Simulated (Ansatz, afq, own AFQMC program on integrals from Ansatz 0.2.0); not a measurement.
ZnH2O, triplet in def2-SVP, levels against CCSDT(Q)

```yaml
atoms:
  - { symbol: Zn, position_ang: [0.0177, -0.0197, 0.6359] }
  - { symbol: O, position_ang: [-0.0875, 0.2136, -2.4023] }
  - { symbol: H, position_ang: [0.4057, -0.4459, -2.9021] }
  - { symbol: H, position_ang: [-0.1666, -1.6639, -0.2322] }
```

Connectivity, by distances: ZnH ··· OH.

Basis def2-SVP. Noble-gas cores (and the filled d shells of Ga–Kr and In–Xe) are frozen. Ansatz 0.2.0 and our own AFQMC program on the same integrals; the CISD trial comes from CCSD amplitudes, and released means the phaseless constraint is let go. ± is one standard error of the sampling. The metal's outer-core s and p shells are frozen, which shifts wave-function levels against functionals.

Determinant: UHF, the one that the program's search chose, which needn't be the lowest solution. The geometry is a point of a scan.

No full CI on the walks' own integrals is used here; CCSDT(Q) serves as the reference and is uncertain by about the last step of the cluster series.

Cautions: no relativity below Rb; outer-core shells of the metal frozen; lower spins were not checked; higher spins were not checked.

- T1 diagnostic: 0.0164
- weight of the determinant in the CISD state: 0.886
- ⟨S²⟩ of the determinant: 2.039
- size of the correlated space: 20 electrons in 45 orbitals

```tsv
level	correlation energy (eV)
MP2	-11.9660
CCSD	-12.0845
CCSD(T)	-12.3423
```

Question: Estimate where phaseless AFQMC with a CISD trial lies against CCSD(T) on the same integrals.

Answer: 0.99 ± 0.19 mEh above CCSD(T).

Reference: CCSDT(Q), correlation energy -12.321 eV. The released energy is read at 1.50 1/Eh (meV from the phaseless value at times in 1/Eh: 10 ± 6 at 0.24, -27 ± 17 at 0.51, 6 ± 9 at 0.99, -10 ± 8 at 1.50).

```
         level  E − E(reference) (mEh)  share of correlation (%)
       CCSD(T)                   -0.78                    100.17
         CCSDT                   -0.70                    100.15
 ph-AFQMC/CISD             0.22 ± 0.19                     99.95
released AFQMC            -0.16 ± 0.29                    100.04
```

Released energies are given only where the last usable release times agree within the noise; a slower fall can still hide under it.
